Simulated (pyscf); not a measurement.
:Ge=Se (SMILES [Ge]=[Se]) [singlet] + HCl (SMILES Cl) -> Cl–GeH=Se (SMILES [Cl][GeH]=[Se]) (insertion; singlet surface; Cl–H broken, Cl–Ge, Ge–H formed). Structures and frequencies: ωB97X-D3(BJ)/def2-SVP in PySCF. Correlated levels are frozen-core, on RHF or UHF. ΔMP2 is the change of the MP2 total energy from the triple- to the quadruple-zeta basis. Energies in kcal/mol from the separated reactants.

```json
[
 {"level": "PBE/def2-TZVP", "barrier": "23.4", "reaction energy": "-10.2"},
 {"level": "B3LYP-D3(BJ)/def2-TZVP", "barrier": "30.1", "reaction energy": "-9.1"},
 {"level": "PBE0-D3(BJ)/def2-TZVP", "barrier": "27.4", "reaction energy": "-13.6"},
 {"level": "M06-2X/def2-TZVP", "barrier": "31.5", "reaction energy": "-14.6"},
 {"level": "ωB97M-D3(BJ)/def2-TZVP", "barrier": "35.5", "reaction energy": "-9.1"},
 {"level": "MP2/def2-QZVPP", "barrier": "32.4", "reaction energy": "-10.8"},
 {"level": "CCSD(T)/def2-TZVPP + ΔMP2(QZVPP)", "barrier": "[?]", "reaction energy": "[?]"}
]
```

**Question.** What belongs in the gaps?

**Answer.** 
- CCSD(T)/def2-TZVPP + ΔMP2(QZVPP), barrier: 34.9
- CCSD(T)/def2-TZVPP + ΔMP2(QZVPP), reaction energy: -8.6

Cl–GeH=Se lies 13.5 kcal/mol over its isomer Cl–Ge:–SeH [singlet] (electronic energy, ωB97M-D3(BJ)). One saddle was located; it need not be the lowest between these sides. The CCSD(T) − MP2 part came from Ansatz, without density fitting, on the same reference. The frozen core leaves the outer d or s,p core shells of the metals and heavy elements correlated in the MP2 and CC values, and def2-TZVPP describes them poorly, which can shift differences by a few kcal/mol. Elements up to Kr have no core potential and no relativistic terms here.
